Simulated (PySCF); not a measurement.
NO, SMILES [N]=O (connectivity only; charge and spin as stated), charge +1, multiplicity 1. The structure is a stationary point at PBE-D3(BJ)/def2-TZVPD.

TDA-LC-ωPBE/def2-TZVPD in PySCF puts the lowest singlet excitations at 10.14, 10.14, 10.34, 10.98, 10.98, 16.18 eV.

Problem. What are the lowest excitation roots from ADC(3)/aug-cc-pVDZ in PySCF? (Estimate from the structure and the level; the computed values follow.)

Solution. 9.72, 9.72, 10.42, 10.74, 10.74, 14.64 eV. S1 differs by -0.42 eV (second minus first; roots are paired by order, and the bases may differ).
